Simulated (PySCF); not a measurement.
Compound: HF.
Structure used (PBE0-D3(BJ)/def2-SVP), in Å, numbered top down from 1:
```xyz
2
HF angstrom
F      0.4437   -0.0818    0.0892
H     -0.4409    0.0831   -0.1034
```

Theory: PySCF, PBE0-D3(BJ)/def2-SVP geometry optimisation, gas phase.

Take the most abundant isotopes and a rigid rotor. 

Task: What are the moment of inertia and the rotational constant?

Result: I = 0.810 u·Å², B = 505379 MHz·u·Å²/I = 623612 MHz (20.8015 cm⁻¹, or 29.929 K as hB/k). For two atoms I = μr² with μ = 0.9571 u and r = 0.9202 Å.

Task: List the first levels of a rigid rotor in a Σ state.

Result: E(J) = BJ(J+1): J = 1: 41.603, J = 2: 124.809, J = 3: 249.618, J = 4: 416.029, J = 5: 624.044, J = 6: 873.661 cm⁻¹.

Task: Where do the first rotational lines fall?

Result: The dipole is 1.86 D; J+1 ← J lies at 2B(J+1): 1 ← 0 at 1247.22 GHz, 2 ← 1 at 2494.45 GHz, 3 ← 2 at 3741.67 GHz, 4 ← 3 at 4988.90 GHz, 5 ← 4 at 6236.12 GHz, 6 ← 5 at 7483.35 GHz.

Task: Estimate the classical rotational partition function at 200 K.

Result: Point group C∞v, symmetry number σ = 1; q = kT/(σhB), k/h = 20836.6 MHz/K: 6.7 at 200 K.

Not checked by PBE0-D3(BJ)/def2-SVP frequencies. These are rigid-rotor constants of the computed structure; measured ground-state constants (B0) also hold zero-point vibration.

On an Arm Neoverse V1 with one thread, shared host with 32 logical CPUs at a one-minute load of 34, this took 0.9 s wall and 0.23 GiB of memory at its peak. This is the geometry optimisation.
